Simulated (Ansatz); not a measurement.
Reaction (SMILES): C=CCl → 2 C atom + Cl atom + 3 H atom
B3LYP-D3(BJ)/def2-TZVP geometries, fixed; electronic energies without zero-point terms.
Largest species:
```
C
C 1 1.3205
H 1 1.0805 2 123.94
H 2 1.0811 1 122.25 3 180.00
H 2 1.0820 4 118.23 1 180.00
Cl 1 1.7376 3 112.62 2 180.00
```

Basis-set convergence of the atomisation energy at CCSD(T) with Ansatz (a quantum-chemistry and plane-wave program). Cartesian d functions, on some or all atoms, in 6-31G*, 6-31+G*; all else is spherical. Cores are frozen. Open shells are unrestricted. No added dispersion term, no relativity. Functions are those of the species that has most. Reference: Hartree-Fock in cc-pV(Q+d)Z plus the correlation part extrapolated as X^-3 from cc-pV(T+d)Z and cc-pV(Q+d)Z, 542.22 kcal/mol, itself unsure by roughly 2.10 kcal/mol (a third of the extrapolation step and of the last Hartree-Fock step). Deviations are taken from unrounded values. Cost is core time over that of def2-SVPD, rough, on shared machines of one kind; a dash marks a row that isn't timed (too short, read off another run, short of memory, by another algorithm or on other hardware).

| basis | functions | atomisation energy (kcal/mol) | minus reference (kcal/mol) | cost |
|---|---|---|---|---|
| STO-3G | 22 | 541.71 | -0.51 | - |
| pcseg-0 | 37 | 454.54 | -87.67 | - |
| 6-31G* | 55 | 497.64 | -44.58 | - |
| def2-SVP | 61 | 516.98 | -25.24 | - |
| pcseg-1 | 61 | 507.43 | -34.79 | - |
| 6-31+G* | 67 | 495.87 | -46.35 | - |
| def2-SVPD | 91 | 519.06 | -23.16 | 1× |
| aug-pcseg-1 | 100 | 510.70 | -31.52 | 1× |
| aug-cc-pV(D+d)Z | 105 | 505.34 | -36.88 | 1× |
| def2-TZVP | 117 | 523.74 | -18.48 | 2× |
| 6-311++G(2d,2p) | 119 | 515.64 | -26.58 | 2× |
| def2-TZVPD | 147 | 524.91 | -17.31 | 3× |
| def2-TZVPPD | 176 | 529.97 | -12.25 | 5× |
